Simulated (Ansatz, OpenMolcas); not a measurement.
**C2H6Si (SMILES CC[SiH]): the vertical energy of the triplet above the singlet, rung by rung**

The species is C2H6Si (9 atoms), meant as a singlet with charge 0. As SMILES, `CC[SiH]`. The shape is that of a PBE0-D4/def2-TZVP optimisation. This is one conformer, not always the lowest.

| atom | x (Å) | y (Å) | z (Å) |
| --- | --- | --- | --- |
| C | -0.5936 | 0.4956 | -0.5627 |
| C | 0.4234 | -0.5638 | -0.1589 |
| Si | 1.4751 | -0.3587 | 1.3987 |
| H | -1.2089 | 0.1731 | -1.4077 |
| H | -0.0980 | 1.4230 | -0.8605 |
| H | -1.2584 | 0.7363 | 0.2695 |
| H | 1.0510 | -0.8648 | -1.0043 |
| H | -0.1030 | -1.4977 | 0.1334 |
| H | 0.4011 | 0.4106 | 2.1753 |

Each level gives the vertical energy of the triplet above the singlet (eV). The values are calculated.

```json
{"level": "M06-L/cc-pVDZ", "kind": "meta-GGA", "program": "OpenMolcas", "value (eV)": "1.30", "less CCSD(T)/cc-pVDZ": "-0.01", "CPU time (all runs)": "1.9 min"}
{"level": "TPSS/cc-pVDZ", "kind": "meta-GGA", "program": "OpenMolcas", "value (eV)": "1.14", "less CCSD(T)/cc-pVDZ": "-0.17", "CPU time (all runs)": "2 min"}
{"level": "M06-2X/cc-pVDZ", "kind": "hybrid meta-GGA", "program": "OpenMolcas", "value (eV)": "1.33", "less CCSD(T)/cc-pVDZ": "+0.02", "CPU time (all runs)": "1.8 min"}
{"level": "r2SCAN0/cc-pVDZ", "kind": "hybrid meta-GGA", "program": "Ansatz", "value (eV)": "1.00", "less CCSD(T)/cc-pVDZ": "-0.31", "CPU time (all runs)": "34 s"}
{"level": "wB97M-V/cc-pVDZ", "kind": "range-separated hybrid", "program": "Ansatz", "value (eV)": "1.56", "less CCSD(T)/cc-pVDZ": "+0.25", "CPU time (all runs)": "2.5 min"}
{"level": "wB97X/cc-pVDZ", "kind": "range-separated hybrid", "program": "Ansatz", "value (eV)": "1.39", "less CCSD(T)/cc-pVDZ": "+0.08", "CPU time (all runs)": "73 s"}
{"level": "RPA@PBE/cc-pVDZ", "kind": "RPA", "program": "Ansatz", "value (eV)": "1.42", "less CCSD(T)/cc-pVDZ": "+0.11", "CPU time (all runs)": "23 s"}
{"level": "CCSD(T)/cc-pVDZ, open shells restricted", "kind": "coupled cluster or CI", "program": "OpenMolcas", "value (eV)": "1.31", "less CCSD(T)/cc-pVDZ": "0.00", "CPU time (all runs)": "42 s"}
```

CCSD(T)/cc-pVDZ, open shells restricted is the highest level here, not the true value. The values span 1.00 to 1.56 eV. CPU times are rough (shared hosts, several kinds of processor and program).
